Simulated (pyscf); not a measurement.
Single points on ωB97X-D3(BJ)/def2-SVP structures (PySCF, gas phase).

### Question
For the elementary gas-phase step Cl–GeH₂–Cl → germylene (GeH₂) [singlet] + chlorine (Cl–Cl) (singlet surface; Cl–Ge, Cl–Ge broken, Cl–Cl formed), what barrier and reaction energy does ωB97M-D3(BJ)/def2-TZVP give, measured from the reactant's lowest minimum found?

### Answer
ΔE‡ = 486.4 kJ/mol, ΔE = +470.4 kJ/mol. Zero-point energy shifts the barrier by -9.0 kJ/mol. It is a 1,1-elimination, with an imaginary mode of 254i cm⁻¹. On the product side the descent ends in an adduct with a Cl–Ge contact, 37.1 kJ/mol under the separated species and 41.8 kJ/mol under the saddle at ωB97X-D3(BJ)/def2-TZVP. What is counted as broken (Cl–Ge) persists as a longer contact in the product adduct; parting that adduct is a step of its own. At ωB97X-D3(BJ)/def2-TZVP the barrier from the zero used here is 513.3 kJ/mol. The same reactants have a lower exit, to HCl + Cl–GeH: [singlet] (barrier +236.5 kJ/mol at ωB97M-D3(BJ)/def2-TZVP, against +486.4 kJ/mol here). One saddle was located; it need not be the lowest between these sides. A restricted solution here is unstable towards spin polarisation, so biradical character is likely and single-reference numbers are less safe. Elements up to Kr have no core potential and no relativistic terms here.
